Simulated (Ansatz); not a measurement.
A calculation on zinc-blende HgTe returned lattice constant a 6.722 Å, bulk modulus 39.2 GPa.

For reference: lattice constant a 6.46 Å (measured, room temperature, no zero-point or thermal correction; as tabulated in Cava et al. (2013), arXiv:1302.1059); bulk modulus 42.3 GPa (measured, temperature not stated, not corrected to a static lattice; as tabulated in Toher et al. (2017), arXiv:1611.05714).

### Question
Which level of theory produced these numbers?
A. Hartree–Fock (Ansatz, a quantum-chemistry and plane-wave program)
B. PBE+SOC (Ansatz)
C. r²SCAN-D4 (Ansatz)
D. PBEsol-D3(BJ) (Ansatz)

### Answer
A, Hartree–Fock (Ansatz)

The others give: PBEsol-D3(BJ) 6.428 Å, 47.7 GPa; PBE+SOC 6.629 Å, 34.7 GPa; r²SCAN-D4 6.544 Å, 41.9 GPa.

Unless a cell is named, each level is at its own relaxed cell (Hartree–Fock 37.97, PBE+SOC 36.41, PBEsol-D3(BJ) 33.21, r²SCAN-D4 35.02 Å³/atom).

Caveats: the cell is over a tenth larger than the published one: the level's own overestimate first of all, though another phase or state, or a fault of the published cell, is possible (Hartree–Fock). Ansatz's density-functional and Hartree–Fock values are scalar-relativistic unless marked +SOC, with PAW data made under PBE.
